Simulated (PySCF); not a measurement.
Gas-phase reaction: Si2O2 + SiF4 + F2O = 3 SiOF2

Computed with PySCF and rigid-rotor harmonic-oscillator thermochemistry at 1 bar. † marks an energy on the PBE0/def2-TZVP geometry and frequencies. CCSD(T) freezes the core. All species are closed-shell singlets. B3LYP is the form with VWN-RPA correlation. Si2O2, SiOF2: computed as isolated molecules; such fragments, hydroxides, amides, oligomers or adducts are transient or little studied in the gas. CCSD(T) isn't extrapolated to the basis-set limit; its ΔH°(298 K) is -616.0 kJ in def2-SVP and -684.9 kJ in def2-TZVPP. The harmonic model lacks anharmonicity and excited electronic states, which grow with temperature; levels with a mode under 35 cm⁻¹ are left out.

```json
[
 {"level": "B3LYP/def2-TZVP†", "ΔE electronic, kJ": "-685", "ΔH°(298 K), kJ": "-680", "ΔS°(298 K), J/K": "31", "ΔG°(1200 K), kJ": "-715"},
 {"level": "CCSD(T)/def2-SVP†", "ΔE electronic, kJ": "-621", "ΔH°(298 K), kJ": "-616", "ΔS°(298 K), J/K": "31", "ΔG°(1200 K), kJ": "-651"},
 {"level": "CCSD(T)/def2-TZVPP†", "ΔE electronic, kJ": "-690", "ΔH°(298 K), kJ": "-685", "ΔS°(298 K), J/K": "31", "ΔG°(1200 K), kJ": "-720"},
 {"level": "PBE/def2-TZVP†", "ΔE electronic, kJ": "-650", "ΔH°(298 K), kJ": "-645", "ΔS°(298 K), J/K": "31", "ΔG°(1200 K), kJ": "-680"},
 {"level": "r2SCAN/def2-TZVP†", "ΔE electronic, kJ": "-700", "ΔH°(298 K), kJ": "-695", "ΔS°(298 K), J/K": "31", "ΔG°(1200 K), kJ": "-730"},
 {"level": "LDA/def2-TZVP†", "ΔE electronic, kJ": "-642", "ΔH°(298 K), kJ": "-637", "ΔS°(298 K), J/K": "31", "ΔG°(1200 K), kJ": "-672"},
 {"level": "ωB97M-V/def2-TZVP†", "ΔE electronic, kJ": "-658", "ΔH°(298 K), kJ": "-653", "ΔS°(298 K), J/K": "31", "ΔG°(1200 K), kJ": "-688"},
 {"level": "ωB97X-V/def2-TZVP†", "ΔE electronic, kJ": "-663", "ΔH°(298 K), kJ": "-658", "ΔS°(298 K), J/K": "31", "ΔG°(1200 K), kJ": "-693"}
]
```
ΔH° is lowest at r2SCAN/def2-TZVP† and highest at CCSD(T)/def2-SVP†. No reference value is set beside these.
